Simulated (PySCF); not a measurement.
**Ionisation energy of Be by level of theory**

Be [He] 2s2 (1S) → Be⁺ [He] 2s1 (2S), as a difference of total energies. Calculation: PySCF 2.14, in aug-cc-pVDZ-DK (4s3p2d, 23 functions); scalar relativity by spin-free X2C-1e. Correlated levels: valence: 1s2 frozen. The calculations carry no spin-orbit coupling.

**Question.** Order these methods by the ionisation energy they give, lowest first.
A. PBE
B. UHF
C. CCSD (valence)
D. SCS-MP2 (valence)

**Answer.** B (8.076 eV), D (8.917 eV), A (9.041 eV), C (9.287 eV).

Errors of the correlated levels include the incompleteness of this basis and the frozen core.

With two correlated electrons CCSD is exact in that space.

For comparison: 9.323 eV (measured; NIST Atomic Spectra Database, ionization energies).
